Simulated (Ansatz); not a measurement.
Question: Name a neutral molecule of C, O and H with size of the dipole moment (PBE/def2-TZVPP) between 1.60 and 1.90 D and size of the dipole moment (ωB97M-V/def2-TZVPP) between 1.85 and 2.15 D (Ansatz, PBE0-D4/def2-TZVP geometry).

Answer: `OC=C=C1CO1` (1.84 D, 1.98 D); `C1COC1` (1.78 D, 1.92 D); `CC1(O)C=C1` (1.74 D, 1.90 D); `CC1COC1` (1.89 D, 2.02 D); `C[C@@H]1O[C@H]1C` (1.78 D, 1.95 D); `CC1(C)CO1` (1.80 D, 1.96 D). Other molecules can fit too; these were computed, each in one conformer that needn't be the lowest.
